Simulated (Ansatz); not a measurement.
Start from Ir in the fcc (Cu type) structure (space group Fm-3m, No. 225; a = 3.871 Å).

Levels (all Ansatz, a quantum-chemistry and plane-wave program, PAW): PBE (420 eV, without spin-orbit coupling); r2SCAN (500 eV, no SOC).

Levels that relaxed their own cell: PBE and r2SCAN.

```
level   lattice parameter a
------  -------------------
PBE                 3.871 Å
r2SCAN              3.844 Å
```

Measured: lattice parameter a 3.831 Å (static lattice; corrected from measurement; as listed in Daniel Mejia-Rodriguez, S. B. Trickey, Phys. Rev. B (2018)).

Computed minus measured — lattice parameter a: PBE +1.0 %, r2SCAN +0.4 % (closest: r2SCAN).

No phonon test of stability was made. The final runs are not spin-polarised.
